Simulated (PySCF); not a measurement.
CH4S, SMILES CS (connectivity only; charge and spin as stated), charge +1, multiplicity 2. Atoms are numbered in the order given.

```xyz
6

C      0.0120     1.1207     0.0000
S     -0.0907    -0.6382     0.0000
H      0.5714     1.4427     0.8887
H     -1.0016     1.5187     0.0000
H      0.5714     1.4427    -0.8887
H      1.2382    -0.9166     0.0000
```
Charge +1, spin multiplicity 2.

The structure is a stationary point at PBE0-D3(BJ)/def2-TZVP. The multiplicity is an assumed one; other spin states were not compared.

Method: B3LYP/pcH-1 in PySCF.

Unrestricted Kohn–Sham, ⟨S²⟩ = 0.753. Hyperfine tensors hold the contact and dipolar terms, without spin-orbit corrections.

Computed hyperfine couplings:
```
nucleus    A(iso) (MHz)  A(iso) (G)  dipolar principal values (MHz)
---------  ------------  ----------  ------------------------------
13C no. 1         -18.5        -6.6                -7.2, -5.7, 12.9
33S no. 2          35.2        12.5             -95.1, -90.2, 185.3
1H no. 3          139.2        49.7                -7.4, -3.0, 10.5
1H no. 4           -2.7        -1.0                 -3.4, -3.3, 6.7
1H no. 5          139.2        49.7                -7.4, -3.0, 10.5
1H no. 6          -44.8       -16.0               -21.2, -1.3, 22.5
```

Question: And the g tensor (effective nuclear charges for spin-orbit coupling, GIAO)? (The exact figures need the calculation; the answer reports its results.)

Answer: principal values 2.0023, 2.0155, 2.0349; isotropic 2.0176.
